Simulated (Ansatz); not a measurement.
The cluster Li2O⁻. Charge -1, multiplicity 4. Geometry PBE-D4/def2-TZVPD; atoms count from 1.

```csv
atom,x (Å),y (Å),z (Å)
Li1,0.826,1.609,0.204
Li2,-0.827,-1.608,-0.205
O3,0.001,-0.001,0.001
```

The highest occupied level of the charge -1 quartet lies above zero (up to 0.33 eV). It is a level of α spin, whose loss leaves a triplet; that state wasn't run at this geometry and level. The electron is either unbound and held by the finite basis, or the level is raised by self-interaction error. At PBE0-D4/def2-TZVPD a doublet of charge -1 lies 1.27 eV below the quartet, each at its own geometry. The structure comes from a short search, and lower isomers may exist.

Question: Estimate the Mulliken populations from the PBE0/def2-TZVPD orbitals of Ansatz.

Answer: 
| atom | charge (e) | spin (α − β) |
| --- | --- | --- |
| Li1 | -0.15 | 1.07 |
| Li2 | -0.15 | 1.07 |
| O3 | -0.69 | 0.86 |
Mulliken values and Mayer orders depend strongly on the basis. With diffuse functions, as here, like atoms can get unlike values, and bond orders can come out too low or too high.

Question: Where does the spin sit?

Answer: Summed by element: Li 2.14, O 0.86, of 3 unpaired in all. Largest on single atoms: Li1 1.07, Li2 1.07, O3 0.86.
